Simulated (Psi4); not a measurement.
**CHF2O (SMILES [O]C(F)F): UOMP2/6-311+G(d,p) (density fitting for correlation)**

What is the vertical ionisation energy of CHF2O at UOMP2/6-311+G** (density fitting for correlation)? 

The results are computed with Psi4 1.11.

1 further run of the same task is left out (set aside as unsound or not needed).

**1. Starting point**

CHF2O: 5 atoms, total charge 0, spin state doublet. SMILES: `[O]C(F)F`. The coordinates come from a PBE0-D4/def2-TZVP relaxation.

Bond lengths: O1–C2 1.320 Å, C2–F3 1.347 Å, C2–F4 1.347 Å, C2–H5 1.113 Å. Angles: O1–C2–F3 113.9°, O1–C2–F4 113.9°, F3–C2–F4 106.7°, O1–C2–H5 103.3°, F3–C2–H5 109.5°, F4–C2–H5 109.5°.

**2. A single-point energy at UOMP2/6-311+G(d,p) (density fitting for correlation)**

Input file job.dat:

```
memory 1600 MB

molecule geom {
  0 2
  O     -0.541600    -0.387700     1.137900
  C      0.011000     0.001200     0.004100
  F      1.102700    -0.708000    -0.342800
  F     -0.825400    -0.034200    -1.051500
  H      0.303300     1.055000     0.210800
  symmetry c1
  no_reorient
  no_com
}

set globals {
  reference       uhf
  puream          true
  e_convergence   1e-09
  d_convergence   1e-08
  scf_type        pk
  num_frozen_docc 4
  maxiter         200
}

e_tot = energy('omp2/6-311+G**')
```

Launch:

```bash
$ psi4 -i job.dat -o job.out -n 1
```

job.out:

```text
[...]
  Running in c1 symmetry.
[...]
  Nuclear repulsion =  125.371685221319382
[...]
  Multiplicity = 2
[...]
  Nalpha       = 17
  Nbeta        = 16
[...]
    Number of basis functions: 94
[...]
   @UHF iter   1:  -312.02178272859402   -6.25191e-01   6.08122e-03 ADIIS/DIIS
[...]
   @UHF iter  17:  -312.23643523788928   -4.14957e-12   8.01256e-09 DIIS
[...]
   @S^2 Observed:                7.577378097E-01
[...]
    Orbital Energies [Eh]
    ---------------------
    Alpha Occupied:
       1A    -26.341525     2A    -26.341503     3A    -20.693651
       4A    -11.488993     5A     -1.709800     6A     -1.634514
       7A     -1.495295     8A     -0.967027     9A     -0.850990
      10A     -0.813478    11A     -0.797389    12A     -0.717505
      13A     -0.696437    14A     -0.664758    15A     -0.658888
      16A     -0.602835    17A     -0.579993
    Alpha Virtual:
      18A      0.068260    19A      0.095098    20A      0.100731
      21A      0.101523    22A      0.241998    23A      0.256208
      24A      0.271449    25A      0.275846    26A      0.318133
[...]
  @UHF Final Energy:  -312.23643523788928
   => Energetics <=
    Nuclear Repulsion Energy =            125.3716852213193818
    One-Electron Energy =                -682.1192749240681223
    Two-Electron Energy =                 244.5111544648594872
    Total Energy =                       -312.2364352378892818
  UHF NO Occupations:
  HONO-2 :   15  A 1.9987127
  HONO-1 :   16  A 1.9984141
[...]
 Multipole Moments:
 ------------------------------------------------------------------------------------
     Multipole            Electronic (a.u.)      Nuclear  (a.u.)        Total (a.u.)
 ------------------------------------------------------------------------------------
 L = 1.  Multiply by 2.5417464519 to convert [e a0] to [Debye]
 Dipole X            :          2.8921794           -2.7737400            0.1184394
 Dipole Y            :         17.0844916          -16.4769000            0.6075916
 Dipole Z            :          6.3215695           -6.0662098            0.2553597
 Magnitude           :                                                    0.6696297
[...]
	Warning: cc_lambda option is changed to TRUE
	For this residual convergence, default PCG convergence is:     1.00e-07
[...]
	DF-SCS-MP2 Total Energy (a.u.)     :  -312.91663521136405
	DF-SOS-MP2 Total Energy (a.u.)     :  -312.90489764968657
[...]
	DF-SCS-OMP2 Total Energy (a.u.)    :  -312.92709021271526
	DF-SOS-OMP2 Total Energy (a.u.)    :  -312.85991917134419
	DF-SCS(N)-OMP2 Total Energy (a.u.) :  -312.57260494555771
[...]
	DF-OMP2 Total Energy (a.u.)        :  -312.95443607542563
[...]
```

Run time: 34 s. Hardware: 1 thread of AMD EPYC 9R45 (Zen 5), shared host; peak memory 0.34 GiB.

**3. The singlet cation**

Input file chf2o.xyz:

```xyz
5
CHF2O
O     -0.541600    -0.387700     1.137900
C      0.011000     0.001200     0.004100
F      1.102700    -0.708000    -0.342800
F     -0.825400    -0.034200    -1.051500
H      0.303300     1.055000     0.210800
```

Input file run.py:

```python
import psi4

psi4.set_memory(1600000000)
psi4.set_num_threads(1)
psi4.core.set_output_file('psi4.out', False)

with open('chf2o.xyz') as f:
    atoms = ''.join(f.readlines()[2:])
molecule = psi4.geometry('1 1\n' + atoms + 'symmetry c1')

psi4.set_options({
    'basis': '6-311+G**',
    'puream': True,
    'e_convergence': 1e-09,
    'd_convergence': 1e-08,
    'scf_type': 'pk',
    'num_frozen_docc': 4,
})

E = psi4.energy('omp2')
print(f'total energy {E:.8f} hartree = {E * 27.211386:.5f} eV')
for k, v in sorted(psi4.core.scalar_variables().items()):
    print(f'{k:45s} {v:18.10f}')
```

Launch:

```bash
$ python run.py
```

psi4.out:

```text
[...]
  Running in c1 symmetry.
[...]
  Nuclear repulsion =  125.371685221319382
[...]
  Multiplicity = 1
[...]
  Nalpha       = 16
  Nbeta        = 16
[...]
    Number of basis functions: 94
[...]
   @RHF iter   1:  -311.44565171738702   -4.90604e-02   6.44351e-03 ADIIS/DIIS
[...]
   @RHF iter  15:  -311.68548366987119   -7.38964e-13   3.69888e-09 DIIS
[...]
    Orbital Energies [Eh]
    ---------------------
    Doubly Occupied:
       1A    -26.623333     2A    -26.623308     3A    -21.189375
       4A    -11.819439     5A     -1.991848     6A     -1.905595
       7A     -1.835850     8A     -1.277064     9A     -1.137374
      10A     -1.122161    11A     -1.109412    12A     -0.992098
      13A     -0.971425    14A     -0.950588    15A     -0.923430
      16A     -0.904966
[...]
  @RHF Final Energy:  -311.68548366987119
   => Energetics <=
    Nuclear Repulsion Energy =            125.3716852213193818
    One-Electron Energy =                -671.3598033054763619
    Two-Electron Energy =                 234.3026344142858193
    Total Energy =                       -311.6854836698711892
[...]
 Multipole Moments:
 ------------------------------------------------------------------------------------
     Multipole            Electronic (a.u.)      Nuclear  (a.u.)        Total (a.u.)
 ------------------------------------------------------------------------------------
 L = 1.  Multiply by 2.5417464519 to convert [e a0] to [Debye]
 Dipole X            :         -0.1854697           -0.0215411           -0.2070108
 Dipole Y            :         -0.5015306            1.4163384            0.9148077
 Dipole Z            :          0.0276896            1.4052524            1.4329420
 Magnitude           :                                                    1.7126148
[...]
	Warning: cc_lambda option is changed to TRUE
	For this residual convergence, default PCG convergence is:     1.00e-07
[...]
	DF-MP2 Total Energy (a.u.)         :  -312.39578560156417
[...]
	DF-MP2 Total Energy (a.u.)         :  -312.45905048168652
[...]
	DF-OMP2 Total Energy (a.u.)        :  -312.45905048201217
[...]
```

The script printed:

```text
total energy -312.45905048 hartree = -8502.44383 eV
CURRENT CORRELATION ENERGY                         -0.7735668121
CURRENT ENERGY                                   -312.4590504820
CURRENT REFERENCE ENERGY                         -311.6854836699
DD SOLVATION ENERGY                                 0.0000000000
HF KINETIC ENERGY                                 311.4254960464
HF POTENTIAL ENERGY                              -623.1109797163
HF TOTAL ENERGY                                  -311.6854836699
HF VIRIAL RATIO                                     2.0008348309
MP2 CORRELATION ENERGY                             -0.7103019317
MP2 DOUBLES ENERGY                                 -0.7103019317
MP2 SINGLES ENERGY                                  0.0000000000
MP2 TOTAL ENERGY                                 -312.3957856016
NUCLEAR REPULSION ENERGY                          125.3716852213
OMP2 CORRELATION ENERGY                            -0.7735668121
OMP2 REFERENCE CORRECTION ENERGY                    0.1087358877
OMP2 TOTAL ENERGY                                -312.4590504820
ONE-ELECTRON ENERGY                              -671.3598033055
PCM POLARIZATION ENERGY                             0.0000000000
PE ENERGY                                           0.0000000000
SCF ITERATION ENERGY                             -311.6854836699
SCF ITERATIONS                                     15.0000000000
SCF TOTAL ENERGY                                 -311.6854836699
SCS(N)-MP2 CORRELATION ENERGY                     311.6854836699
SCS(N)-MP2 TOTAL ENERGY                             0.0000000000
SCS(N)-OMP2 CORRELATION ENERGY                    311.6854836699
SCS(N)-OMP2 TOTAL ENERGY                            0.0000000000
SCS-MP2 CORRELATION ENERGY                        311.6854836699
SCS-MP2 TOTAL ENERGY                                0.0000000000
SCS-OMP2 CORRELATION ENERGY                       311.6854836699
SCS-OMP2 TOTAL ENERGY                               0.0000000000
SOS-MP2 CORRELATION ENERGY                        311.6854836699
SOS-MP2 TOTAL ENERGY                                0.0000000000
SOS-OMP2 CORRELATION ENERGY                       311.6854836699
SOS-OMP2 TOTAL ENERGY                               0.0000000000
TWO-ELECTRON ENERGY                               234.3026344143
```

Wall time 16 s (1 thread of AMD EPYC 9R45 (Zen 5), shared host); peak memory 0.34 GiB.

**4. What came out**

Level: UOMP2/6-311+G** (density fitting for correlation), 4 core orbitals frozen.

| quantity | value |
| --- | --- |
| doublet CHF2O: total energy | -312.95444 Eh |
| doublet CHF2O: HOMO energy (Hartree–Fock orbitals) (highest over α and β) | -15.21 eV |
| doublet CHF2O: LUMO energy (Hartree–Fock orbitals) (lowest over α and β) | 0.60 eV |
| doublet CHF2O: correlation energy (4 core orbitals frozen) | -718.0 mEh |
| doublet CHF2O: ⟨S²⟩ of the reference determinant | 0.758 |
| singlet cation: total energy | -312.45905 Eh |
| singlet cation: HOMO energy (Hartree–Fock orbitals) | -24.63 eV |
| singlet cation: LUMO energy (Hartree–Fock orbitals) | -12.37 eV |
| singlet cation: HOMO–LUMO gap (Hartree–Fock orbitals) | 12.26 eV |
| singlet cation: correlation energy (4 core orbitals frozen) | -773.6 mEh |
| vertical ionisation energy (to the singlet cation) | 13.480 eV |

What this shows: The vertical ionisation energy comes to 13.48 eV (1301 kJ/mol). Only the singlet of the ionised species was computed; a triplet could lie lower.
